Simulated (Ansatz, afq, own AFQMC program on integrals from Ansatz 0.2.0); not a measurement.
Two steps: Ansatz 0.2.0 writes the Fock matrix and Cholesky factors of the valence space, and afq projects on them the lowest state that overlaps trial and start.

```yaml
crystal:
  periodic: [false, false, false]
  atoms:
    - {symbol: N, position_ang: [0.000000, 0.000000, 0.000000]}
    - {symbol: N, position_ang: [0.000000, 0.000000, 1.089486]}
basis:
  gaussian: {orbitals: 6-31G}
magnetization: {spin_polarized: true, initial_magnetization: 2}
correlation: {method: ccsd_t, electrons: outside_noble_gas, hamiltonian_folder: ham}
```

```sh
$ ansatz run in.yaml --threads 1 --pin off --events-out ev --progress --plain --max-ram 1843MiB
```

afq runs on the folder ham with

```
--method phaseless --trial mp1 --walkers 10 --populations 1 --least-time 40 --time-step 0.05 --steps-per-block 10 --equilibration-blocks 30 --max-blocks 100 --target-error 0.00076 --factor-cut 1e-05 --start determinant --seed 2516 --taylor-order 1
```

Times are imaginary, in 1/Eh. The walk had a cap of 90 s.

```
orbitals 16  electrons 6 4  factors 95 of 268
reference energy -108.59068183 Eh
CCSD correlation -0.20699352 Eh in 10 cycles, weight of the determinant in the CISD state 0.9041
energy of the start -108.795970 Eh
 block  time / (1/Eh)  mean weight  energy / Eh
     1     0.500  3.0239  -108.800560
     2     1.000  2.5400  -108.823700
     3     1.500  2.3975  -108.788915
     4     2.000  2.0652  -108.790685
     5     2.500  1.8369  -108.802785
    10     5.000  1.2555  -108.755348
    25    12.500  1.0603  -108.818768
    40    20.000  1.0980  -108.820534
    55    27.500  1.0189  -108.785853
    70    35.000  0.9942  -108.806931
    85    42.500  1.2775  -108.794721
    91    45.500  0.8753  -108.746713
   100    50.000  0.9867  -108.808036
   115    57.500  1.1422  -108.852362
   130    65.000  0.9703  -108.799871
blocks merged  error / Eh  count
     1  0.002243  100
     2  0.002333  50
     4  0.002415  25
     8  0.002685  12
energy -108.802593 +/- 0.002415 Eh
(rows thinned)
```

The run failed at least one of its tests; the cautions name the faults.

Against this walk (error 65.7 meV) on the same determinant: CCSD(T) 59.0 meV lower (within the noise), CCSDT(Q) 113.8 meV lower (within the noise), CCSDTQ 111.0 meV lower (within the noise), full CI (a separate run on its own orbitals, whose frozen core shifts it by up to a few meV) 116.1 meV lower (within the noise), a separate phaseless walk with a CISD trial and standard settings 21.7 ± 66.3 meV lower (within the noise). The error is statistical and leaves out the bias of the constraint.

A setting was made bad on purpose (series of the exponential too short), so the walk's energy isn't to be trusted.

Cautions: constraint bias not in the error; error above the target (65.7 against 20.7 meV); another spin lies lower (by 8.01 eV); the search met a lower determinant of the same kind, perhaps of another symmetry (863 meV lower), and this one is a saddle point; the CCSD(T) amplitudes may be one of several solutions (largest double 0.12); the CCSDT(Q) amplitudes may be one of several solutions (largest double 0.13); the CCSDTQ amplitudes may be one of several solutions (largest double 0.13); a state of other symmetry lies lower (by 30 meV); full CI with its own frozen core; so few walkers bias the energy; the time-step error isn't removed.

CCSDT and higher add their correlation energy to the determinant of the CCSD(T) run, since their own runs factorise the integrals more tightly (a shift of under 2 meV). A walk keeps the symmetry of its determinant, which the program's search chose and which needn't be the lowest solution, so a lower state of the same spin and another symmetry isn't excluded.
